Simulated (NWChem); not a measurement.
System: dimethyl ether (C2H6O); SMILES O(C)C

The following NWChem deck was run.

```
start job
memory heap 200 mb stack 900 mb global 1100 mb
geometry units angstroms
  C      1.161079     0.000000     0.184739
  O      0.000000     0.000000    -0.581115
  C     -1.161079     0.000000     0.184739
  H      1.233042    -0.895231     0.836189
  H      1.233042     0.895231     0.836189
  H      2.021460     0.000000    -0.499582
  H     -1.233042    -0.895231     0.836189
  H     -2.021460     0.000000    -0.499582
  H     -1.233042     0.895231     0.836189
end
basis spherical
  * library 3-21g
end
dft
  xc hfexch
  iterations 150
end
driver
  maxiter 120
end
task dft optimize
task dft freq
```

The level has its own optimisation; frequencies are unscaled.

Problem. Give the results of this calculation. (Hartree-Fock/3-21G.) Quantities: r C–O (Å); highest harmonic frequency (cm⁻¹); lowest (cm⁻¹); zero-point energy (kcal/mol); dipole (D).

Solution. 
```
Property                           Value
---------------------------------  -----
r C–O (Å)                          1.433
highest harmonic frequency (cm⁻¹)   3292
lowest (cm⁻¹)                        232
zero-point energy (kcal/mol)        53.7
dipole (D)                          1.85
```
